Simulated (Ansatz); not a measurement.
# H3N: the cost of one run

Method: the levels named in each step, in Ansatz 0.2.0.

## 1. The starting structure

Bond lengths: N1–H2 1.028 Å, N1–H3 1.028 Å, N1–H4 1.028 Å. Angles: H2–N1–H3 120.0°, H2–N1–H4 120.0°, H3–N1–H4 120.0°.

Structure file:

```xyz
4

N     0.0000    0.0000    0.0000
H    -0.6302   -0.8123   -0.0077
H    -0.3890    0.9515    0.0205
H     1.0185   -0.1395   -0.0128
```

## 2. A rough first relaxation, PBE-D4/def2-SVP

This run stands in another session on the same molecule. It ended at:

```xyz
4

N    -0.0001    0.0000    0.0002
H    -0.6386   -0.8232   -0.0079
H    -0.3940    0.9642    0.0207
H     1.0320   -0.1412   -0.0130
```

## 3. Relaxation, PBE0-D4/def2-TZVPP

This run stands in another session on the same molecule. It ended at:

```xyz
4

N    -0.0002   -0.0001    0.0000
H    -0.6271   -0.8085   -0.0077
H    -0.3868    0.9469    0.0204
H     1.0134   -0.1386   -0.0127
```

## 4. Frequencies, PBE0-D4/def2-TZVPP

Contents of input.yaml:

```yaml
crystal:
  periodic: [false, false, false]
  atoms:
    - { symbol: "N", position_ang: [-0.00015438, -5.965e-05, 3.68e-06] }
    - { symbol: H, position_ang: [-0.62709049, -0.80849435, -0.00765773] }
    - { symbol: H, position_ang: [-0.38678695, 0.94692141, 0.02040431] }
    - { symbol: H, position_ang: [1.01341184, -0.13860742, -0.01272026] }
magnetization:
  spin_polarized: true
  initial_magnetization: 1
total_charge: 1
basis:
  gaussian: { orbitals: def2-TZVPP }
hamiltonian:
  xc: pbe0
  dispersion: d4
phonons: {}
```

On the command line:

```
$ ansatz run input.yaml --threads 2 --pin off --max-ram 5120MiB --backend cpu --events-out ev --progress --plain --runs-dir out
```

What time and memory should one allow on 2 threads of Oxide Virtual Turin-like (Zen 5), shared host?

About 5.4 s, with a peak of 0.12 GiB.
